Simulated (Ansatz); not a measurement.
This Ansatz (a first-principles code) input (wB97M-V/aug-pcseg-2) gives -205.10578 Eh with 138 basis functions. A basis named .json is the Basis Set Exchange file of that set (core-valence sets with the plain set on hydrogen).

Ansatz 0.2 input:
```yaml
crystal:
  periodic: [false, false, false]
  atoms:
    - {symbol: N, position_ang: [0.00073453, -0.00649234, 0.32080948]}
    - {symbol: O, position_ang: [0.02743334, 1.09989995, -0.11821611]}
    - {symbol: O, position_ang: [-0.02807606, -1.09421916, -0.16249219]}
basis:
  gaussian:
    orbitals: aug-pcseg-2
hamiltonian:
  xc: {name: wB97M-V}
magnetization: {spin_polarized: true, initial_magnetization: 1}
```

Change:
```diff
- orbitals: aug-pcseg-2
+ orbitals: pcseg-1.json
```

Q: What does the run give now?

A: -204.97712 Eh (wB97M-V/pcseg-1, 42 functions), a change of +128.66 mEh.
